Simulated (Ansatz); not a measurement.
A relaxed structure of AlN. Space group F-43m (No. 216), zinc blende type. All values below come from PBEsol (plane waves to 420 eV, PAW, scalar-relativistic; Ansatz, a program for electronic structure).

```cif
data_AlN
_chemical_formula_sum 'N1 Al1'
_space_group_name_H-M_alt 'P 1'
_space_group_IT_number 1
_cell_length_a 3.09526
_cell_length_b 3.09526
_cell_length_c 3.09526
_cell_angle_alpha 60.000
_cell_angle_beta 60.000
_cell_angle_gamma 60.000
loop_
_space_group_symop_operation_xyz
  'x, y, z'
loop_
_atom_site_label
_atom_site_type_symbol
_atom_site_fract_x
_atom_site_fract_y
_atom_site_fract_z
_atom_site_occupancy
N1 N 0.75000 0.75000 0.75000 1
Al1 Al 0.00000 0.00000 0.00000 1
```

Problem. What is the computed band gap (PBEsol)?

Solution. 3.19 eV, indirect (valence top at or next to Γ, conduction bottom at X) (no spin-orbit coupling).

Problem. What is the computed smallest direct gap (PBEsol)?

Solution. 4.06 eV at Γ.

No spin polarisation in the result.

Measured for AlN: a 4.368 Å (static lattice; corrected from measurement; as listed in Daniel Mejia-Rodriguez, S. B. Trickey, Phys. Rev. B (2018)); gap 5.34 eV (as listed in Daiki Deguchi et al., Japanese Journal of Applied Physics (2016)). Computed minus measured — a: PBEsol +0.2 %; gap: PBEsol -2.15 eV. The computed values are for a static lattice, and a measured gap can be an optical one, lowered by exciton binding.

The run could not lose the symmetry of its start; a randomly shaken copy of 2 atoms returns to this structure.

All atoms sit on sites fixed by symmetry, so only the cell could relax.
